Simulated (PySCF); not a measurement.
**Methyl propyl ether: full NMR table**

```
Formula                               : C4H10O
SMILES                                : CCCOC
InChI                                 : InChI=1S/C4H10O/c1-3-4-5-2/h3-4H2,1-2H3
Point group of the computed structure : Cs
Degrees of unsaturation               : 0
Carbon signals                        : 4
Proton signals                        : 4
```

Atom-mapped SMILES (the numbers label the heavy atoms): `[CH3:1][CH2:2][CH2:3][O:4][CH3:5]`. Hydrogens are named by the atom that carries them.

Fast rotation and ring inversion assumed for equivalent nuclei, non-relativistic, in vacuum, a single conformation. PBE0/pcSseg-1 with gauge-including orbitals; GFN2-xTB geometry; PySCF 2.14.0 with density-fitted response routines.

Referencing at the same level of theory: $^{1}$H (σ = 31.72 ppm) and $^{13}$C (σ = 186.93 ppm) against TMS; $^{17}$O (σ = 336.08 ppm) vs H2O.

| carbon | δC, type | δH (multiplicity) | HMBC from (2–3 bonds) | span of the C tensor (ppm) |
| --- | --- | --- | --- | --- |
| C1 | 11.7, CH3 | 0.91 (t) | H(C3), H(C2) | 20 |
| C2 | 27.7, CH2 | 1.68 (m) | H(C3), H(C1) | 26 |
| C3 | 80.6, CH2 | 3.25 (t) | H(C5), H(C2), H(C1) | 91 |
| C5 | 61.6, CH3 | 3.52 (s) | H(C3) | 89 |

Other nuclei:
| atoms | nucleus | environment | δ (ppm) | σ (ppm) |
| --- | --- | --- | --- | --- |
| O4 | $^{17}$O | ether oxygen | 29.3 | 306.8 |

Carbon types of the structure: 2 × CH2, 2 × CH3, which accounts for all hydrogens. δC 80.6: sp3 CH2 bonded to O; deshielded by the electronegative neighbour. δC 61.6: methyl carbon bonded to O; deshielded by the electronegative neighbour. δC 27.7: sp3 CH2; saturated and bonded to C and H only. δC 11.7: methyl carbon; a saturated carbon with 1 carbon neighbour and no heteroatom attached. δH 0.91: hydrogen on a methyl carbon; far from electronegative atoms and π systems.

Shifts are as computed. Against solution values, carbons near 30 ppm lie about +3 ppm off and those near 130 ppm about +5 ppm. Of 246 compounds with measured shifts, 49 miss one by over three times the rms of a fit or turn the order of signals round; such compounds aren't used in these exercises. Experimental scales use liquid or dissolved standards, which lie at an offset from isolated H2O (liquid H2O: subtract about 36 ppm). Multiplicities follow the n + 1 count of equivalent neighbours, as no J values were calculated; m marks all less simple cases, F and P coupling included.
